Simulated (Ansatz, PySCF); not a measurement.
Species: C₄H₅, charge 0, doublet. C4H5 (SMILES [CH2]C#CC, doublet).
B3LYP-D3(BJ)/def2-TZVP minimum from Ansatz (a quantum-chemistry and plane-wave program):
```xyz
9

C     -0.0030    -0.1564     2.0674
C     -0.0010    -0.0559     0.7061
C      0.0008     0.0323    -0.5132
C      0.0029     0.1519    -1.9587
H     -0.9312    -0.2049     2.6212
H      0.9235    -0.1905     2.6250
H     -0.0047     1.2023    -2.2661
H      0.8918    -0.3120    -2.3930
H     -0.8770    -0.3258    -2.3966
```
Charge 0, spin multiplicity 2.

Property: enthalpy of formation at 298 K (by atomisation, with ideal-gas terms from PySCF's Hessian at B3LYP-D3(BJ)/def2-TZVP and the atoms' measured values of the G2/97 table; no spin-orbit terms), in kcal/mol. Open shells are spin-unrestricted; no spin-orbit coupling. Correlated methods leave the cores frozen. No relativity. Double hybrids freeze cores in their MP2 part. Where a partner has so few electrons that a lower coupled-cluster level is exact, that level stands in. The UHF reference of C4H5 ([CH2]C#CC, doublet) is spin-contaminated (<S^2> up to 0.19 over the pure value in the sets run).

```csv
level,program,enthalpy of formation at 298 K (kcal/mol)
B3LYP/def2-TZVPD,Ansatz,73.9
wB97M-V/def2-TZVPD,Ansatz,73.5
B2PLYP/def2-TZVPD,Ansatz,81.1
CCSD(T)/cc-pVTZ,Ansatz,99.2
CCSDT(Q)/cc-pVDZ,Ansatz,143.3
```
